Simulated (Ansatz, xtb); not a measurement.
**Isomers of AlH6NSi in order of energy**

5 gas-phase structures of AlH6NSi, found in a search over its isomers (lower ones may exist). Each was relaxed with GFN2-xTB:

A. a singlet given by its coordinates
B. a singlet given by its coordinates
C. `[AlH2][NH][SiH3]`, a singlet
D. `[AlH3-][NH+]=[SiH2]`, a singlet
E. `[NH2][AlH][SiH3]`, a singlet

A (Å):

```xyz
9

Al   -0.7789    0.5716   -1.0982
N    -1.5554   -0.7800    0.0628
Si   -0.1194    0.1194    1.1833
H    -2.4763   -0.6946    0.4822
H    -1.3951   -1.7771   -0.0450
H    -1.7638    1.7257   -1.4567
H    -0.0020   -0.0231   -2.3120
H    -0.9433    0.3755    2.3929
H     0.5608   -1.1125    1.6603
```

Close contacts (Å): Al1–N2 1.94, Al1–Si3 2.42, N2–Si3 2.03, Al1–H6 1.56, Al1–H7 1.56, N2–H4 1.02, N2–H5 1.02, Si3–H8 1.49, Si3–H9 1.49.

B (Å):

```
atom    x (Å)    y (Å)    z (Å)
  Al  -0.9742   1.4074  -0.4257
   N  -1.3155  -1.5921   0.6816
  Si   0.0160  -0.8788  -0.0917
   H  -2.1723  -1.0675   0.7750
   H  -1.3904  -2.5123   1.0850
   H   0.9267  -2.0455   0.0560
   H  -0.1665   2.1111  -1.5832
   H  -2.4800   1.0109  -0.7621
   H  -0.8074   2.0031   1.0364
```

Close contacts (Å): Al1–Si3 2.51, N2–Si3 1.70, Al1–H7 1.58, Al1–H8 1.59, Al1–H9 1.59, N2–H4 1.01, N2–H5 1.01, Si3–H6 1.49.

Task: Make a reasoned guess at their ranking by r2SCAN-D4/def2-SVP single-point energy.

Result: Calculated order at r2SCAN-D4/def2-SVP: C (0.0), A (9.5), E (10.9), B (34.3), D (36.1) kcal/mol.

Energies above the lowest of each column, in kcal/mol; the last columns are at PBE-D3(BJ)/def2-SVP geometries and were run for some of them only (a dash: not run or not comparable):

```csv
structure,GFN2-xTB,HF/STO-3G,r2SCAN-D4/def2-SVP,PBE-D3(BJ)/def2-SVP,CCSD(T)/def2-TZVP
C,0.0,0.0,0.0,0.0,0.0
A,25.4,16.4,9.5,13.4,22.3
E,28.2,11.6,10.9,5.4,11.3
B,23.3,52.7,34.3,–,–
D,14.6,62.8,36.1,–,–
```

Every level run on C puts it lowest or level with the lowest. CCSD(T)/def2-TZVP orders those it was run on as C (0.0), E (11.3), A (22.3) kcal/mol. Flexible structures stand in one conformer each, not always the lowest. Frequencies (PBE-D3(BJ)/def2-SVP) were run for A, C, E alone.

Over these structures GFN2-xTB departs from r2SCAN-D4/def2-SVP by 13.2 kcal/mol on average once a common shift is removed. A GFN2-xTB relaxation took about 0.29 s and the r2SCAN-D4/def2-SVP energy about 3.6 s on a shared host (Ansatz 0.2.0, xtb 6.7.1).
